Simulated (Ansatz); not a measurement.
```yaml
crystal:
  periodic: [false, false, false]
  atoms:
    - {symbol: Be, position_ang: [0.000000, 0.000000, 0.000000]}
    - {symbol: Be, position_ang: [0.000000, 0.000000, 1.860000]}
basis:
  gaussian: {orbitals: def2-TZVP}
magnetization: {spin_polarized: true, initial_magnetization: 2}
hamiltonian: {xc: pbe0}
relax: {f_tol: 0.004, max_steps: 80}
```

```sh
$ ansatz run in.yaml --threads 1 --pin off --events-out ev --progress --plain --max-ram 2176MiB
```

Steps of the relaxation (energy above the last step; positions in Å, forces in eV/Å):

```
2
step 1, 190.0 meV
Be    0.000    0.000    0.000    0.000    0.000   -1.645
Be    0.000    0.000    1.860    0.000    0.000    1.645
```

```
2
step 2, 65.8 meV
Be    0.000    0.000   -0.059    0.000    0.000   -0.691
Be    0.000    0.000    1.919    0.000    0.000    0.691
```

```
2
step 3, 22.3 meV
Be    0.000    0.000   -0.099    0.000    0.000   -0.418
Be    0.000    0.000    1.959    0.000    0.000    0.418
```

```
2
step 4, 7.0 meV
Be    0.000    0.000   -0.171    0.000    0.000    0.281
Be    0.000    0.000    2.031    0.000    0.000   -0.281
```

```
2
step 5, 1.7 meV
Be    0.000    0.000   -0.134    0.000    0.000   -0.151
Be    0.000    0.000    1.994    0.000    0.000    0.151
```

```
2
step 7, 0.0 meV
Be    0.000    0.000   -0.146    0.000    0.000    0.000
Be    0.000    0.000    2.006    0.000    0.000    0.000
```

Close pairs at the end: Be1–Be2 2.152 Å.

A stationary point of unrestricted PBE0 after 7 steps, with ⟨S²⟩ = 2.002 against 2.00 for a pure state. 8 s on 1 thread of Intel Xeon Platinum 8488C, shared host.
